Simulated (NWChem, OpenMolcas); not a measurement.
**How methods differ on NH2 (SMILES [NH2])**

The species is NH2 (3 atoms), meant as a doublet with charge 0. As SMILES, `[NH2]`. The shape is that of a PBE0-D4/def2-TZVP optimisation.

```xyz
3

N     0.3371   -0.2000    0.1662
H     0.1308    0.8059    0.1594
H    -0.4678   -0.6059   -0.3256
```

Each level gives the dipole moment (D). The values are calculated.

```json
{"level": "UHF/def2-TZVPPD", "kind": "Hartree–Fock", "program": "OpenMolcas", "value (D)": "1.88", "CPU time": "3.9 s"}
{"level": "USVWN5/def2-TZVPPD", "kind": "LDA", "program": "OpenMolcas", "value (D)": "1.78", "CPU time": "9.3 s"}
{"level": "U-revPBE/def2-TZVPPD", "kind": "GGA", "program": "OpenMolcas", "value (D)": "1.70", "CPU time": "15 s"}
{"level": "UBLYP/def2-TZVPPD", "kind": "GGA", "program": "OpenMolcas", "value (D)": "1.71", "CPU time": "16 s"}
{"level": "UPBE/def2-TZVPPD", "kind": "GGA", "program": "OpenMolcas", "value (D)": "1.71", "CPU time": "15 s"}
{"level": "UTPSS/def2-TZVPPD", "kind": "meta-GGA", "program": "OpenMolcas", "value (D)": "1.72", "CPU time": "21 s"}
{"level": "UBHLYP/def2-TZVPPD", "kind": "global hybrid", "program": "OpenMolcas", "value (D)": "1.82", "CPU time": "17 s"}
{"level": "UM06-2X/def2-TZVPPD", "kind": "hybrid meta-GGA", "program": "NWChem", "value (D)": "1.79", "CPU time": "20 s"}
```

The values span 1.70 to 1.88 D. Magnitudes only. CPU times are rough (shared hosts, several kinds of processor and program).
